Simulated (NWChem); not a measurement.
# Lowest excitation of ethanethiol (C2H6S)

SMILES: CCS
```xyz
9

C     -1.4828     0.7695    -0.2516
C     -0.5455    -0.4169    -0.4453
S      1.0731    -0.2620     0.4140
H     -2.4515     0.5831    -0.7462
H     -1.0578     1.6896    -0.6849
H     -1.6694     0.9573     0.8169
H     -0.9823    -1.3347    -0.0205
H     -0.3658    -0.6174    -1.5131
H      1.5270     0.7979    -0.2957
```
Charge 0, spin multiplicity 1.

All runs are NWChem calculations. The geometry was optimised at B3LYP/def2-SVP, a minimum by its harmonic frequencies. It is one conformer; others weren't searched.

Basis set: 6-31+G*.

The correlated methods keep 7 core orbitals frozen. B3LYP has NWChem's definition, with VWN1-RPA local correlation. The Pople sets run with spherical d functions. No row is a measurement; the coupled-cluster row has its own basis-set and correlation limits.

Task: Order these methods by the lowest vertical singlet excitation energy they give, lowest first: CIS, TD-PBE, TD-BHandHLYP, TD-B3LYP.

Result: TD-PBE (5.03 eV), TD-B3LYP (5.26 eV), TD-BHandHLYP (5.57 eV), CIS (5.98 eV)
